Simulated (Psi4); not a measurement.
**H2S2: levels of theory compared**

Aim: a comparison of 4 runs (HF/3-21G, HF-D3(BJ)/jun-cc-pVDZ, B3LYP/6-31G*) of H2S2. 

Program for the calculation: Psi4 1.11.

7 further runs of the same task are left out: 7 set aside as unsound or not needed.

**1. The system as given**

H2S2 has 4 atoms, charge 0, and is taken as a singlet. The coordinates come from a GFN2-xTB relaxation.

Bond lengths: S1–S2 2.045 Å, S1–H3 1.340 Å, S2–H4 1.340 Å. Angles: S1–S2–H4 98.2°, S2–S1–H3 98.1°.

**2. Energy and gradient at HF/3-21G (run 1)**

Contents of h2s2.py:

```python
import psi4

psi4.set_memory(1600000000)
psi4.set_num_threads(1)
psi4.core.set_output_file('h2s2.out', False)

mol = psi4.geometry("""
0 1
S     -0.427380    -0.511820    -0.893940
S     -0.422510     0.717510     0.740680
H      0.706880    -0.077850    -1.459730
H      0.143010    -0.127830     1.612990
units angstrom
symmetry c1
""")

options = {'basis': '3-21G', 'puream': True, 'e_convergence': 1e-09, 'd_convergence': 1e-08, 'scf_type': 'pk'}
psi4.set_options(options)

E, wfn = psi4.gradient('hf', molecule=mol, return_wfn=True)
psi4.oeprop(wfn, 'MAYER_INDICES', 'LOWDIN_CHARGES', 'QUADRUPOLE')
print('gradient / Eh bohr^-1')
print(E.np.round(6))
print(f'energy = {wfn.energy():.10f} Eh')
```

On the command line:

```bash
$ python h2s2.py
```

h2s2.out:

```text
[...]
  Running in c1 symmetry.
[...]
  Nuclear repulsion =   85.558369925381200
[...]
  Multiplicity = 1
[...]
  Nalpha       = 17
  Nbeta        = 17
[...]
    Number of basis functions: 30
[...]
   @RHF iter   1:  -792.21042416445766   -1.13784e-01   6.05888e-03 ADIIS/DIIS
[...]
   @RHF iter  11:  -792.24166310189833   -1.25056e-12   1.61840e-09 DIIS
[...]
    Orbital Energies [Eh]
    ---------------------
    Doubly Occupied:
       1A    -91.348986     2A    -91.348837     3A     -8.953566
       4A     -8.952604     5A     -6.628310     6A     -6.627516
       7A     -6.624974     8A     -6.624881     9A     -6.621593
      10A     -6.621541    11A     -1.100874    12A     -0.910167
      13A     -0.604531    14A     -0.561301    15A     -0.480580
      16A     -0.401624    17A     -0.394729
[...]
  @RHF Final Energy:  -792.24166310189833
   => Energetics <=
    Nuclear Repulsion Energy =             85.5583699253812000
    One-Electron Energy =               -1265.9868360980860871
    Two-Electron Energy =                 388.1868030708065476
    Total Energy =                       -792.2416631018984390
[...]
  -Total Gradient:
     Atom            X                  Y                   Z
    ------   -----------------  -----------------  -----------------
       1        0.003581036469     0.043649260181     0.060791742160
       2        0.003655201846    -0.045449620118    -0.059618062528
       3       -0.004587776284     0.001205847022     0.005126836937
       4       -0.002648462031     0.000594512919    -0.006300516575
[...]
```

The script printed:

```text
gradient / Eh bohr^-1
[[ 0.003581  0.043649  0.060792]
 [ 0.003655 -0.04545  -0.059618]
 [-0.004588  0.001206  0.005127]
 [-0.002648  0.000595 -0.006301]]
energy = -792.2416631019 Eh
```

Wall time 1.8 s (1 thread of Intel Xeon Platinum 8375C at 2.90GHz (Ice Lake), shared host); peak memory 0.18 GiB.

**3. The energy at HF-D3(BJ)/jun-cc-pVDZ (ZORA) (run 2)**

Contents of job.in:

```
memory 1600 mb

molecule molecule1 {
  0 1
  S     -0.427380    -0.511820    -0.893940
  S     -0.422510     0.717510     0.740680
  H      0.706880    -0.077850    -1.459730
  H      0.143010    -0.127830     1.612990
  units angstrom
  symmetry c1
}

set {
  reference    rhf
  scf_type     pk
  relativistic zora
}

result, w = energy('hf-d3bj2b/jun-cc-pVDZ', return_wfn=True)
```

On the command line:

```bash
$ psi4 job.in job.out -n 1
```

job.out:

```text
[...]
  Running in c1 symmetry.
[...]
  Nuclear repulsion =   85.558369925381200
[...]
  Multiplicity = 1
[...]
  Nalpha       = 17
  Nbeta        = 17
[...]
    Number of basis functions: 54
[...]
   @RHF iter   1:  -799.48719288303209   -1.93212e-01   3.53597e-03 ADIIS/DIIS
[...]
   @RHF iter   7:  -799.52149021853700   -4.49801e-08   9.71858e-07 DIIS
[...]
    Orbital Energies [Eh]
    ---------------------
    Doubly Occupied:
       1A    -92.633008     2A    -92.632975     3A     -9.054949
       4A     -9.054779     5A     -6.691942     6A     -6.691617
       7A     -6.690119     8A     -6.690028     9A     -6.687546
      10A     -6.687512    11A     -1.072269    12A     -0.893993
      13A     -0.600700    14A     -0.557919    15A     -0.482608
      16A     -0.389382    17A     -0.380852
[...]
  @RHF Final Energy:  -799.52149021853700
   => Energetics <=
    Nuclear Repulsion Energy =             85.5583699253812000
    One-Electron Energy =               -1274.3221238875535164
    Two-Electron Energy =                 389.2689284698976735
    Total Energy =                       -799.5214902185369965
[...]
 Multipole Moments:
 ------------------------------------------------------------------------------------
     Multipole            Electronic (a.u.)      Nuclear  (a.u.)        Total (a.u.)
 ------------------------------------------------------------------------------------
 L = 1.  Multiply by 2.5417464519 to convert [e a0] to [Debye]
 Dipole X            :         -1.0036730            1.5434260            0.5397530
 Dipole Y            :          0.2423710           -0.3735302           -0.1311592
 Dipole Z            :         -0.1815227            0.2783248            0.0968021
 Magnitude           :                                                    0.5638322
[...]
```

Wall time 12 s (1 thread of Intel Xeon Platinum 8375C at 2.90GHz (Ice Lake), shared host); peak memory 0.41 GiB.

**4. A single-point energy at B3LYP/6-31G(d) (spherical functions) (run 3)**

Contents of h2s2.dat:

```
memory 1600 mb

molecule mol {
  0 1
  S
  S 1 R2
  H 1 R3 2 A3
  H 2 R4 1 A4 3 D4

  R2 = 2.045302
  R3 = 1.339774
  A3 = 98.09434
  R4 = 1.339902
  A4 = 98.16985
  D4 = -95.97179
  symmetry c1
}

set {
  basis 6-31G*
  puream true
  e_convergence 1e-09
  d_convergence 1e-08
  scf_type pk
  dft_radial_points 99
  dft_spherical_points 590
}

energy("b3lyp")
```

On the command line:

```bash
$ psi4 h2s2.dat h2s2.out -n 1
```

h2s2.out:

```text
[...]
  Running in c1 symmetry.
[...]
  Nuclear repulsion =   85.558354230155686
[...]
  Multiplicity = 1
[...]
  Nalpha       = 17
  Nbeta        = 17
[...]
    Number of basis functions: 40
[...]
   @RKS iter   1:  -797.52073808659679   -5.60602e-02   6.08241e-03 DIIS/ADIIS
[...]
   @RKS iter  10:  -797.56456613467969    9.09495e-13   6.23995e-09 DIIS
[...]
  @RKS Final Energy:  -797.56456613467969
   => Energetics <=
    Nuclear Repulsion Energy =             85.5583542301556861
    One-Electron Energy =               -1271.2777460947017971
    Two-Electron Energy =                 430.1772373148470479
    DFT Exchange-Correlation Energy =     -42.0224115849805457
    Empirical Dispersion Energy =           0.0000000000000000
    VV10 Nonlocal Energy =                  0.0000000000000000
    Total Energy =                       -797.5645661346796942
[...]
 Multipole Moments:
 ------------------------------------------------------------------------------------
     Multipole            Electronic (a.u.)      Nuclear  (a.u.)        Total (a.u.)
 ------------------------------------------------------------------------------------
 L = 1.  Multiply by 2.5417464519 to convert [e a0] to [Debye]
 Dipole X            :         -0.7719857            1.1977682            0.4257825
 Dipole Y            :         -0.6956285            1.0791211            0.3834927
 Dipole Z            :         -0.0019052            0.0016037           -0.0003016
 Magnitude           :                                                    0.5730248
[...]
```

Run time: 5.4 s. Hardware: 1 thread of Intel Xeon Platinum 8375C at 2.90GHz (Ice Lake), shared host; peak memory 0.44 GiB.

**5. Energy and gradient at B3LYP/6-31G(d) (Cartesian functions) (run 4)**

Contents of input.json:

```json
{
  "schema_name": "qcschema_input",
  "schema_version": 1,
  "molecule": {
    "schema_name": "qcschema_molecule",
    "schema_version": 2,
    "symbols": ["S", "S", "H", "H"],
    "geometry": [-0.80763115, -0.96719963, -1.68930177, -0.79842818, 1.35589739, 1.39968235, 1.3358096, -0.14711518, -2.75848992, 0.27024973, -0.24156369, 3.04810934],
    "molecular_charge": 0,
    "molecular_multiplicity": 1,
    "fix_symmetry": "c1"
  },
  "driver": "gradient",
  "model": {
    "method": "b3lyp",
    "basis": "6-31G*"
  },
  "keywords": {
    "puream": false,
    "e_convergence": 1e-09,
    "d_convergence": 1e-08,
    "scf_type": "pk",
    "dft_radial_points": 99,
    "dft_spherical_points": 590,
    "scf_properties": ["QUADRUPOLE", "WIBERG_LOWDIN_INDICES", "MULLIKEN_CHARGES"]
  }
}
```

On the command line:

```bash
$ psi4 --qcschema input.json -n 1 --memory 1600MB
```

stdout:

```text
[...]
  Running in c1 symmetry.
[...]
  Nuclear repulsion =   85.558369920994053
[...]
  Multiplicity = 1
[...]
  Nalpha       = 17
  Nbeta        = 17
[...]
    Number of basis functions: 42
[...]
   @RKS iter   1:  -797.52428919791009   -5.94903e-02   6.34680e-03 ADIIS/DIIS
[...]
   @RKS iter  10:  -797.57048644353972   -4.54747e-13   6.55620e-09 DIIS
[...]
  @RKS Final Energy:  -797.57048644353972
   => Energetics <=
    Nuclear Repulsion Energy =             85.5583699209940534
    One-Electron Energy =               -1271.1477166296285759
    Two-Electron Energy =                 430.0137175971357237
    DFT Exchange-Correlation Energy =     -41.9948573320408514
    Empirical Dispersion Energy =           0.0000000000000000
    VV10 Nonlocal Energy =                  0.0000000000000000
    Total Energy =                       -797.5704864435397212
[...]
  Mulliken Charges: (a.u.)
   Center  Symbol    Alpha    Beta     Spin     Total
       1     S     8.05983  8.05983  0.00000 -0.11967
       2     S     8.05998  8.05998  0.00000 -0.11996
       3     H     0.44008  0.44008  0.00000  0.11985
       4     H     0.44011  0.44011  0.00000  0.11978
   Total alpha = 17.00000, Total beta = 17.00000, Total charge = -0.00000
  Wiberg Bond Indices using Orthogonal Lowdin Orbitals:
[...]
  -Total Gradient:
     Atom            X                  Y                   Z
    ------   -----------------  -----------------  -----------------
       1        0.006027716288     0.010466976974     0.012243495743
       2        0.004466363889    -0.013050489528    -0.010459921399
       3       -0.006655155334    -0.000498563451     0.004450970339
       4       -0.003839817318     0.003082305460    -0.006234690948
[...]
```

The result, in JSON:

```text
{
 "driver": "gradient",
 "model": {
  "method": "b3lyp",
  "basis": "6-31G*"
 },
 "success": true,
 "return_result": [0.006027716288158708, 0.0104669769741286, 0.012243495743156127, 0.004466363888594796, -0.013050489527584391, -0.010459921398897037, -0.0066551553342286685, -0.0004985634508451742, 0.00445097033940936, -0.0038398173175920036, 0.003082305460304302, -0.006234690948100682],
 "properties": {
  "calcinfo_nbasis": 42,
  "calcinfo_nmo": 42,
  "calcinfo_nalpha": 17,
  "calcinfo_nbeta": 17,
  "calcinfo_natom": 4,
  "nuclear_repulsion_energy": 85.55836992099405,
  "return_energy": -797.5704864435397,
  "return_gradient": [0.006027716288158708, 0.0104669769741286, 0.012243495743156127, 0.004466363888594796, -0.013050489527584391, -0.010459921398897037, -0.0066551553342286685, -0.0004985634508451742, 0.00445097033940936, -0.0038398173175920036, 0.003082305460304302, -0.006234690948100682],
  "scf_one_electron_energy": -1271.1477166296286,
  "scf_two_electron_energy": 430.0137175971357,
  "scf_xc_energy": -41.99485733204085,
  "scf_dipole_moment": [0.5491832834065853, -0.13350674733630996, 0.09838942921052429],
  "scf_total_energy": -797.5704864435397,
  "scf_total_gradient": [0.006027716288158708, 0.0104669769741286, 0.012243495743156127, 0.004466363888594796, -0.013050489527584391, -0.010459921398897037, -0.0066551553342286685, -0.0004985634508451742, 0.00445097033940936, -0.0038398173175920036, 0.003082305460304302, -0.006234690948100682],
  "scf_iterations": 10
 }
}
```

Wall time 6.6 s (1 thread of Intel Xeon Platinum 8375C at 2.90GHz (Ice Lake), shared host); peak memory 0.45 GiB.

**6. All runs side by side**

```
run                               level      task  SCF convergence threshold  energy (Eh)  dipole moment (D)  HOMO energy (eV)  LUMO energy (eV)  wall time
  1                            HF/3-21G  gradient                      1e-09  -792.241663               1.94            -10.74              2.61      1.8 s
  2        HF-D3(BJ)/jun-cc-pVDZ (ZORA)    energy                          –  -799.521490               1.43            -10.36              1.49       12 s
  3  B3LYP/6-31G* (spherical functions)    energy                      1e-09  -797.564566               1.46             -7.16             -1.10      5.4 s
  4  B3LYP/6-31G* (Cartesian functions)  gradient                      1e-09  -797.570486               1.46             -7.16             -1.10      6.6 s
```

**7. Results**

```
                       quantity          value
            run 4: total energy  -797.57049 Eh
           run 4: dipole moment         1.46 D
             run 4: HOMO energy       -7.16 eV
             run 4: LUMO energy       -1.10 eV
           run 4: HOMO–LUMO gap        6.06 eV
run 4: largest force on an atom     0.890 eV/Å
```

**Reading.** The dipole moment (its size) runs from 1.43 D (HF-D3(BJ)/jun-cc-pVDZ) to 1.94 D (HF/3-21G). The two ends differ in basis and Hamiltonian. The HOMO–LUMO gap runs from 6.06 eV (B3LYP/6-31G*) to 13.35 eV (HF/3-21G). The two ends differ in method and basis. Some runs of one species differ in core potentials or relativity; totals across that change don't compare. All runs together took 26 s, the longest 12 s.
